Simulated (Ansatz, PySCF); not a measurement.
## Bulk modulus of antifluorite Mg₂Sn at several levels of theory

No measured value is used here.

```
level (code)                   value (GPa)  cell (Å³/atom)
-----------------------------  -----------  --------------
LDA (Ansatz)                          46.8           24.65
PBE (Ansatz)                          40.4           26.38
PBE-D3(BJ) (Ansatz)                   45.0           25.19
PBEsol-D3(BJ) (Ansatz)                 ___           24.53
B3LYP (VWN-RPA form) (Ansatz)         42.5           26.28
Hartree–Fock (Ansatz)                 44.7           27.23
MP2 (PySCF)                            ___           26.16
```

Complete the blanks.


- PBEsol-D3(BJ) (Ansatz, a program for electronic structure), value (GPa): 48.1
- MP2 (PySCF), value (GPa): 44.1 ± 1

A ± on a computed value is a rough bar: the spread of its extrapolation, a floor set from checks against published values, or a statistical error. Each level is taken at its own relaxed cell. Cutoffs and k meshes differ between the levels. Ansatz's density-functional and Hartree–Fock values are scalar-relativistic unless marked +SOC, with PAW data made under PBE.
